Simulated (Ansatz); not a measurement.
Stepwise reaction of `[CH3][Mg][CH3]` with water, as a gas-phase model of exchange steps in deposition or etching. ΔE in kJ/mol.

Gas-phase electronic energies from Ansatz, PBE0-D4/def2-TZVP geometries. CCSD(T)/CBS adds triple-zeta CCSD(T) − MP2 to the extrapolated MP2 energy (def2 sets, frozen cores). This one scheme is used for every species. Functionals use def2-TZVPP. B3LYP here is the variant with VWN-RPA as its local correlation; programs differ in this. For Mg outer-core shells are correlated without core-valence functions, which leaves a few kJ/mol of doubt a bond. Each species was taken in one conformer, which may not be the lowest.

```
step                                        reaction  PBE-D4  B3LYP-D4  ωB97M-V  CCSD(T)/CBS
   1  `[CH3][Mg][CH3]` + H₂O → `[CH3][Mg][OH]` + CH₄  -136.1    -148.4   -144.2       -142.4
```

**Question.** Give the row of step 2, `[CH3][Mg][OH]` + H₂O → `[OH][Mg][OH]` + CH₄. (Estimate.)

**Answer.** Ansatz gave: 
```json
{"step": "2", "reaction": "`[CH3][Mg][OH]` + H₂O → `[OH][Mg][OH]` + CH₄", "PBE-D4": "-122.7", "B3LYP-D4": "-134.6", "ωB97M-V": "-129.7", "CCSD(T)/CBS": "-129.3"}
```

**Question.** By hand: ΔE of the 2 steps together at CCSD(T)/CBS.

**Answer.** (-142.4) + (-129.3) = -271.7 kJ/mol, or -135.9 kJ/mol a step.

In ΔE each step is higher than the one before. All are downhill at CCSD(T)/CBS. PBE-D4 differs from CCSD(T)/CBS by 6.3 to 6.6 kJ/mol a step. Isolated molecules leave out the surface, adducts and barriers. Largest T1 diagnostic: 0.011.
